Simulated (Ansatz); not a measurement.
Species: CH₃, SMILES `[CH3]` (charge 0, multiplicity 2), formula CH3.

Problem. How many basis functions does frozen-core CCSD(T)/cc-pVTZ // PBE0-D4/def2-TZVP (Ansatz, a quantum-chemistry and plane-wave program) use, how many core orbitals are frozen, and how many electrons are correlated?

Solution. 72 basis functions and 1 frozen orbitals, which leaves 7 correlated electrons. Core time is of the order of seconds.
